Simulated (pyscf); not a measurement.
F–BH–F + hydrogen fluoride (HF) → F–BH–F + hydrogen fluoride (HF) (four-centre exchange; singlet surface; B–H, F–H broken, B–H, F–H formed). Single points on ωB97X-D3(BJ)/def2-SVP structures (PySCF, gas phase). MP2 and CC: frozen core, UHF for open shells. ΔMP2 is the change of the MP2 total energy from the triple- to the quadruple-zeta basis. Energies in kcal/mol from the separated reactants.

```
level                             barrier  reaction energy
--------------------------------  -------  ---------------
ωB97X-D3(BJ)/def2-TZVP                  ?              0.0
PBE/def2-TZVP                        61.4              0.0
r²SCAN/def2-TZVP                     68.3              0.0
M06-2X/def2-TZVP                     78.1              0.0
HF/def2-TZVP                        101.1              0.0
MP2/def2-QZVPP                       77.4              0.0
CCSD(T)/def2-TZVPP + ΔMP2(QZVPP)        ?              0.0
```

**Question.** Some entries are withheld; supply them.

**Answer.** 
- ωB97X-D3(BJ)/def2-TZVP, barrier: 74.3
- CCSD(T)/def2-TZVPP + ΔMP2(QZVPP), barrier: 78.5

Of the functionals in the table, M06-2X is closest to CCSD(T)/def2-TZVPP + ΔMP2(QZVPP) in the barrier (0.4 kcal/mol apart) and PBE least close (17.1 kcal/mol); that level has limits of its own. Another saddle between the same species, by other bonds, lies lower (17.2 kcal/mol against 73.9 kcal/mol at ωB97M-D3(BJ)). The CCSD(T) − MP2 part came from Ansatz, without density fitting, on the same reference.
